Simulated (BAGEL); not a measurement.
# [BF2]+ (SMILES F[B+]F) at FCI/STO-3G (density fitting with qzvpp-jkfit)

Aim: the vertical ionisation energy of [BF2]+ at FCI/STO-3G (density fitting with qzvpp-jkfit), from 2 runs. 

The calculation is run with BAGEL 1.2.2.

1 further run of the same task is left out (it didn't finish).

## 1. The system as given

[BF2]+: 3 atoms, total charge +1, spin state singlet. As SMILES, `F[B+]F`. The coordinates come from a GFN2-xTB relaxation.

Bond lengths: F1–B2 1.219 Å, B2–F3 1.219 Å. Angles: F1–B2–F3 179.9°.

## 2. A single-point energy at FCI/STO-3G (density fitting with qzvpp-jkfit)

input.json reads:

```json
{ "bagel": [

{
  "title": "molecule",
  "basis": "sto-3g",
  "df_basis": "qzvpp-jkfit",
  "angstrom": "true",
  "geometry": [
    { "atom": "F", "xyz": [       0.327370,       1.133870,       0.305680 ] },
    { "atom": "B", "xyz": [       0.000740,      -0.000320,       0.000370 ] },
    { "atom": "F", "xyz": [      -0.328120,      -1.133550,      -0.306050 ] }
  ]
},

{ "title": "hf", "charge": 1 },

{ "title": "fci", "nstate": 1, "charge": 1, "ncore": 3 }

]}
```

Launch:

```sh
$ BAGEL_NUM_THREADS=1 BAGEL input.json > input.out
```

Log:

```text
* using 1 threads per process

  ===============================================================
  ===============================================================

  *** Geometry ***

  { "atom" : "F", "xyz" : [      0.618640,      2.142704,      0.577651 ] },
  { "atom" : "B", "xyz" : [      0.001398,     -0.000605,      0.000699 ] },
  { "atom" : "F", "xyz" : [     -0.620057,     -2.142099,     -0.578351 ] },

  Number of auxiliary basis functions:      229

  Since a DF basis is specified, we compute 2- and 3-index integrals:
    o Being stored without compression. Storage requirement is 0.000 GB

  Number of basis functions:       15
  Number of electrons      :       23

    * METHOD: MOLECULE                             0.03

  *** RHF ***

  === Nuclear Repulsion ===
    56.6451617552

      * DIIS with orbital gradients will be used.

  === RHF iteration (sto-3g) ===
      0       -220.19333990          0.03523995           0.00
      1       -220.26573171          0.01174403           0.00
      2       -220.27221577          0.00159167           0.00
      3       -220.27240840          0.00020961           0.00
      4       -220.27241472          0.00004901           0.00
      5       -220.27241500          0.00000078           0.00
      6       -220.27241500          0.00000007           0.00
      7       -220.27241500          0.00000001           0.00
      8       -220.27241500          0.00000000           0.00
    * SCF iteration converged.

    * Permanent dipole moment:
           (   -0.002254,     0.000977,    -0.001121) a.u.

    * METHOD: HF                                   0.03

  ---------------------------
        FCI calculation
  ---------------------------

  Performs exactly the same way as Knowles & Handy 1984 CPL

  o alpha-beta strings
      length:           990
  o size of the space
      determinant space:  245025
      spin-adapted space: 70785

  o single displacement lists (alpha)
      length:         19800
  o single displacement lists (beta)
      length:         19800

     guess   0:   closed 11111111....         open ............

  === FCI iteration ===

      0  0      -220.27241500     1.03e-03      0.32
      1  0      -220.37066137     5.67e-04      0.31
      2  0      -220.39429940     2.50e-04      0.30
      3  0      -220.39781229     1.30e-04      0.31
      4  0      -220.39871695     5.85e-05      0.31
      5  0      -220.39884282     2.51e-05      0.32
      6  0      -220.39887537     1.20e-05      0.31
      7  0      -220.39887982     4.21e-06      0.31
      8  0      -220.39888066     1.87e-06      0.32
      9  0      -220.39888083     7.18e-07      0.32
     10  0      -220.39888085     2.63e-07      0.31
     11  0      -220.39888086     1.02e-07      0.31
     12  0      -220.39888086     3.73e-08      0.31
     13  0      -220.39888086     1.37e-08      0.32
     14  0      -220.39888086     4.86e-09      0.31
     15  0      -220.39888086     1.85e-09      0.31
     16  0      -220.39888086     7.72e-10      0.31
     17  0      -220.39888086     3.32e-10      0.32
     18  0      -220.39888086     1.29e-10      0.32
     19  0 *    -220.39888086     5.97e-11      0.30

     * ci vector, state   0, <S^2> = 0.0000
       22222222....    -0.9589950628
       2222222..2..     0.0589665117
       222222.22...     0.0589641364
       222222baab..    -0.0541065641
       222222abba..    -0.0541065641
       2222a222.b..    -0.0524493265
       2222b222.a..    -0.0524493265
       22222b22a...    -0.0524488334
       22222a22b...    -0.0524488334
       222222aabb..     0.0506808180
       222222bbaa..     0.0506808180

    * METHOD: FCI                                  6.35

  ===============================================================
```

Run time: 6.6 s. Hardware: 1 thread of Arm Neoverse V2, shared host; peak memory 0.41 GiB.

## 3. Doublet [BF2]2+

input.json reads:

```json
{ "bagel" : [

{
  "title" : "molecule",
  "basis" : "sto-3g",
  "df_basis" : "qzvpp-jkfit",
  "angstrom" : "true",
  "geometry" : [
    { "atom" : "F", "xyz" : [    0.327370,    1.133870,    0.305680 ] },
    { "atom" : "B", "xyz" : [    0.000740,   -0.000320,    0.000370 ] },
    { "atom" : "F", "xyz" : [   -0.328120,   -1.133550,   -0.306050 ] }
  ]
},
{ "title" : "hf", "charge" : 3 },
{ "title" : "fci", "nstate" : 1, "charge" : 2, "ncore" : 3, "nspin" : 1 }

]}
```

Launch:

```sh
$ BAGEL_NUM_THREADS=1 BAGEL input.json > input.out
```

Log:

```text
* using 1 threads per process

  ===============================================================
  ===============================================================

  *** Geometry ***

  { "atom" : "F", "xyz" : [      0.618640,      2.142704,      0.577651 ] },
  { "atom" : "B", "xyz" : [      0.001398,     -0.000605,      0.000699 ] },
  { "atom" : "F", "xyz" : [     -0.620057,     -2.142099,     -0.578351 ] },

  Number of auxiliary basis functions:      229

  Since a DF basis is specified, we compute 2- and 3-index integrals:
    o Being stored without compression. Storage requirement is 0.000 GB

  Number of basis functions:       15
  Number of electrons      :       23

    * METHOD: MOLECULE                             0.03

  *** RHF ***

  === Nuclear Repulsion ===
    56.6451617552

      * DIIS with orbital gradients will be used.

  === RHF iteration (sto-3g) ===
      0       -217.85028017          0.03428228           0.00
      1       -217.92526091          0.00907544           0.00
      2       -217.93279692          0.00227841           0.00
      3       -217.93333819          0.00066375           0.00
      4       -217.93338827          0.00011417           0.00
      5       -217.93338839          0.00010318           0.00
      6       -217.93338883          0.00000201           0.00
      7       -217.93338883          0.00000106           0.00
      8       -217.93338883          0.00000067           0.00
      9       -217.93338883          0.00000036           0.00
     10       -217.93338883          0.00000008           0.00
     11       -217.93338883          0.00000003           0.00
     12       -217.93338883          0.00000004           0.00
     13       -217.93338883          0.00000001           0.00
    * SCF iteration converged.

    * Permanent dipole moment:
           (   -0.003067,     0.001230,    -0.001537) a.u.

    * METHOD: HF                                   0.04

  ---------------------------
        FCI calculation
  ---------------------------

  Performs exactly the same way as Knowles & Handy 1984 CPL

  o alpha-beta strings
      length:          1287
  o size of the space
      determinant space:  392040
      spin-adapted space: 188760

  o single displacement lists (alpha)
      length:         19800
  o single displacement lists (beta)
      length:         33264

     guess   0:   closed 1111111.....         open .......1....

  === FCI iteration ===

      0  0      -219.35926048     8.67e-04      0.48
      1  0      -219.52763580     4.21e-04      0.47
      2  0      -219.55182123     1.94e-04      0.48
      3  0      -219.55660153     9.70e-05      0.48
      4  0      -219.55772989     4.18e-05      0.48
      5  0      -219.55790009     2.25e-05      0.47
      6  0      -219.55794748     9.61e-06      0.48
      7  0      -219.55795556     4.45e-06      0.48
      8  0      -219.55795716     2.08e-06      0.48
      9  0      -219.55795747     7.92e-07      0.47
     10  0      -219.55795753     3.13e-07      0.48
     11  0      -219.55795754     1.28e-07      0.49
     12  0      -219.55795754     5.25e-08      0.49
     13  0      -219.55795754     2.44e-08      0.48
     14  0      -219.55795754     1.06e-08      0.49
     15  0      -219.55795754     6.11e-09      0.49
     16  0      -219.55795754     3.73e-09      0.49
     17  0      -219.55795754     2.33e-09      0.48
     18  0      -219.55795754     1.48e-09      0.49
     19  0      -219.55795754     8.89e-10      0.50
    ** throwing out 1 trial vectors **
     20  0      -219.55795754     5.10e-10      0.49
    ** throwing out 1 trial vectors **
     21  0      -219.55795754     2.34e-10      0.49
    ** throwing out 1 trial vectors **
     22  0 *    -219.55795754     9.49e-11      0.46

     * ci vector, state   0, <S^2> = 0.7500
       2222222a....    -0.9129481670
       222222ab.a..     0.1547278746
       2222a22ab...    -0.1371786885
       22222ba2a...     0.1289255727
       2222b22aa...     0.1200577537
       22222aa2b...    -0.1191875679
       222222aa.b..     0.0948854118
       22a2222a..b.     0.0802446615
       222222.a.2..    -0.0798760089
       22b2222a..a.    -0.0674881121
       222b22a2..a.    -0.0670254966
       222a22a2..b.     0.0626101789
       222222ba.a..     0.0598424627

    * METHOD: FCI                                 11.22

  ===============================================================
```

Wall time 11 s (1 thread of Arm Neoverse V2, shared host); peak memory 0.64 GiB.

## 4. Outcome

Level: FCI/STO-3G (density fitting with qzvpp-jkfit), 3 core orbitals frozen.

| quantity | value |
| --- | --- |
| singlet [BF2]+: total energy | -220.39888 Eh |
| doublet [BF2]2+: total energy | -219.55796 Eh |
| vertical ionisation energy (to the doublet dication) | 22.883 eV |

In words: Removing an electron at fixed nuclei costs 22.88 eV (528 kcal/mol). In a minimal basis such a difference can be off by several eV, whatever the method.
